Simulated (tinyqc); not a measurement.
Ways to converge the cycle: SCF convergence aids in the sto-3g basis, for H2O, spin multiplicity 3. Computed by the program tinyqc with PySCF. UHF with one setting changed at a time; a run stops when the energy changes by less than 1e-09 hartree and the error matrix is below 1e-5. The start is the core Hamiltonian. Damping d keeps d of the old density; a shift (hartree) raises the virtual levels; DIIS n extrapolates F over n matrices.

Geometry (angstrom):

| atom | x | y | z |
|---|---|---|---|
| O | 0.0000 | 0.0000 | 0.0000 |
| H | 0.0000 | 0.7820 | 0.6490 |
| H | 0.0000 | -0.7820 | 0.6490 |

lowest solution found by these runs and by PySCF with stability checks = -74.634195 hartree

Largest element of the error matrix X^T (FDS - SDF) X:

| iteration | plain | damping 0.3 | damping 0.6 | shift 0.4 | DIIS 3 | DIIS 8 |
|---|---|---|---|---|---|---|
| 1 | 2.9e-01 | 2.9e-01 | 2.9e-01 | 2.9e-01 | 2.9e-01 | 2.9e-01 |
| 2 | 5.5e-02 | 1.3e-01 | 2.1e-01 | 1.7e-01 | 5.5e-02 | 5.5e-02 |
| 3 | 1.1e-02 | 5.2e-02 | 1.4e-01 | 4.7e-02 | 9.7e-03 | 9.7e-03 |
| 4 | 4.3e-03 | 2.3e-02 | 9.0e-02 | 1.7e-02 | 3.4e-03 | 3.4e-03 |
| 5 | 2.7e-03 | 1.1e-02 | 5.8e-02 | 7.8e-03 | 1.5e-03 | 1.6e-03 |
| 6 | 1.7e-03 | 5.1e-03 | 3.9e-02 | 4.1e-03 | 5.6e-04 | 2.4e-04 |
| 8 | 7.0e-04 | 1.8e-03 | 1.8e-02 | 1.4e-03 | 2.2e-05 | 2.1e-07 |
| 10 | 2.8e-04 | 1.1e-03 | 8.7e-03 | 6.8e-04 | 1.9e-06 | - |
| 14 | 4.6e-05 | 3.5e-04 | 2.3e-03 | 1.9e-04 | - | - |
| 20 | - | 6.0e-05 | 7.3e-04 | 2.8e-05 | - | - |
| 30 | - | - | 1.6e-04 | - | - | - |
| 45 | - | - | 1.5e-05 | - | - | - |

How each run ends:

| run | iterations | E (hartree) | state |
|---|---|---|---|
| plain | 18 | -74.63419 | lowest found |
| damping 0.3 | 27 | -74.63419 | lowest found |
| damping 0.6 | 49 | -74.63419 | lowest found |
| shift 0.4 | 24 | -74.63419 | lowest found |
| DIIS 3 | 10 | -74.63419 | lowest found |
| DIIS 8 | 9 | -74.63419 | lowest found |

What does the comparison show, and why?

6 of 6 runs reach the lowest solution found, in 9 to 49 iterations (fastest: DIIS 8). Plain steps already contract here, so damping only slows them. DIIS 3 and DIIS 8 gain by cancelling the error over several earlier matrices, much as a quasi-Newton step does.
